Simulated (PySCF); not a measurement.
# Gas-phase XPS of hydrazine, computed

Species: hydrazine, N2H4.
Bonds: N1–N2. Hydrogens: H3, H4 on N1; H5, H6 on N2.

Computed with PySCF, delta-SCF UKS SCAN, pcX-2 on the ionised atom, pcseg-1 elsewhere, spin-free X2C. Each binding energy is the total energy of the core-ionised species, with the hole localised on one atom, minus that of the ground state; both are solved self-consistently, so orbital relaxation is included.

**Question.** List the computed XPS lines with their assignment.

**Answer.** 
| atom(s) | bonded to | level | binding energy (eV) | count |
| --- | --- | --- | --- | --- |
| N1/N2 | N and 2 H | N 1s | 405.94 | 2 |

**Question.** Express the binding energy of N 1s of N1/N2 in atomic units and per mole.

**Answer.** 405.94 eV = 14.9180 Eh = 39167 kJ/mol.

Atoms equivalent by their bonding share one computed value, that of the first of them. The structure is a single PBE0-D3(BJ)/def2-SVP conformer in the gas phase; no vibrational or solvent corrections.

Hardware: one thread, Arm Neoverse V1 (aarch64), on a shared host. Cost: 1.5 s, 0.39 GiB resident at most.

The values belong to the conformer `[NH2:1][NH2:2]`: H–N1–N2–H 151°, H–N1–N2–H -90°.
